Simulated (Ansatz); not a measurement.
# AlNH3 (quartet): from Hartree-Fock to the top rungs at distance Al1–H4 along a hydrogen transfer = 1.933 Å, cc-pVDZ

The task here is to estimate one member of a computed series from the others.

Computed with Ansatz 0.2.0, Gaussian basis. Level: cc-pVDZ, core rule «outside noble gas», up to 6 orbitals frozen.

To be run: UHF; CCSD(T) on ROHF; CCSD(T) on UHF; BCCD(T) on ROHF; CISD; CCSDT(Q) on ROHF; CCSDT(Q) on UHF; CASSCF and MRCISD+Q, 5 electrons in 5 orbitals; CASSCF and NEVPT2, 5 electrons in 5 orbitals.

20 further runs of the same task are left out: 9 for a known fault of the program, 11 that didn't finish.

### The geometry

The geometry derives from fragments relaxed apart (PBE0/def2-TZVP) and kept rigid, so it is no stationary point. A hydrogen atom is moved between rigid fragments.

5 atoms, charge 0, spin multiplicity 4.

Atoms are counted from 1 here; the program's logs count them from 0.

Bond lengths: Al1–H2 1.586 Å, Al1–H3 1.586 Å, Al1–H4 1.933 Å, H4–N5 1.098 Å. Angles: H2–Al1–H3 120.0°, H2–Al1–H4 120.0°, H3–Al1–H4 120.0°, Al1–H4–N5 180.0°.

The first run:

in.yaml reads:

```yaml
crystal:
  periodic: [false, false, false]
  atoms:
    - {symbol: Al, position_ang: [-0.972557, 0.000000, 0.000000]}
    - {symbol: H, position_ang: [-1.765480, 1.373384, 0.000000]}
    - {symbol: H, position_ang: [-1.765480, -1.373384, 0.000000]}
    - {symbol: H, position_ang: [0.960443, 0.000000, 0.000000]}
    - {symbol: N, position_ang: [2.058443, 0.000000, 0.000000]}
basis:
  gaussian: {orbitals: cc-pVDZ}
magnetization: {spin_polarized: true, initial_magnetization: 3}
hamiltonian: {xc: hf}
output: {orbitals: {seedname: orbitals}}
```

Started as:

```console
$ ansatz run in.yaml --threads 1 --pin off --events-out ev --progress --plain --max-ram 2393MiB
```

Steps of the session up to this table: UHF; CCSD(T) on ROHF; CCSD(T) on UHF; BCCD(T) on ROHF; CISD; CCSDT(Q) on ROHF; CCSDT(Q) on UHF; CASSCF and MRCISD+Q, 5 electrons in 5 orbitals; CASSCF and NEVPT2, 5 electrons in 5 orbitals.

One table of the session follows, with a row left open; its other results are not shown here.

| method | from UCCSDT(Q) (kcal/mol) |
| --- | --- |
| ROHF | +139.88 |
| UHF | +132.79 |
| RMP2 | +27.56 |
| UMP2 | +27.95 |
| CISD | +11.71 |
| RCCSD | +2.99 |
| UCCSD | +2.86 |
| RCCSD(T) | +0.71 |
| UCCSD(T) | ? |
| BCCD(T) | +0.71 |
| RCCSDT | +0.16 |
| UCCSDT | +0.12 |
| RCCSDT(Q) | +0.04 |
| UCCSDT(Q) | 0 |
| CASSCF pair | +123.52 |
| NEVPT2 pair | +26.72 |
| MRCISD pair | +10.08 |
| MRCISD+Q pair | +0.55 |

Estimate the missing values for UCCSD(T).

The run gave: from UCCSDT(Q) (kcal/mol): +0.67. In the column «from UCCSDT(Q) (kcal/mol)» it lies between MRCISD+Q pair (+0.55) and RCCSD(T) (+0.71).

Caveats from the session: Restricted and unrestricted rows rest on different reference determinants; where their highest levels disagree by more than a few hundredths of an eV, they describe different states and don't form one ladder.
